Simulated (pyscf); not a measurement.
Structures and frequencies: ωB97X-D3(BJ)/def2-SVP in PySCF. MP2 and CC: frozen core, UHF for open shells. ΔMP2 is the change of the MP2 total energy from the triple- to the quadruple-zeta basis.

Task: Estimate the classical barrier height and the reaction energy of H₂B–CH₃ + ammonia (NH₃) → H₂B–NH₂ + methane (CH₄) at CCSD(T)/def2-TZVPP + ΔMP2(QZVPP). The step runs on the singlet surface, breaks B–C, H–N and forms B–N, C–H; take the separated reactants as zero.

Result: ΔE‡ = 0.79 eV, ΔE = -1.52 eV. Zero-point energy shifts the barrier by +0.06 eV. It is a four-centre exchange, with an imaginary mode of 1472i cm⁻¹. On the reactant side the descent ends in an adduct with a B–N contact, 1.07 eV under the separated species and 1.80 eV under the saddle at ωB97X-D3(BJ)/def2-TZVP. What is counted as formed (B–N) is already present as a longer contact in the reactant adduct; forming that adduct is a step of its own. The same reactants have a lower exit, to H₃C–BH–NH₂ + H₂ (barrier +0.44 eV at ωB97M-D3(BJ), against +0.69 eV here). This is the saddle that the search found; another between the same sides may lie lower. The CCSD(T) − MP2 part came from Ansatz, without density fitting, on the same reference.
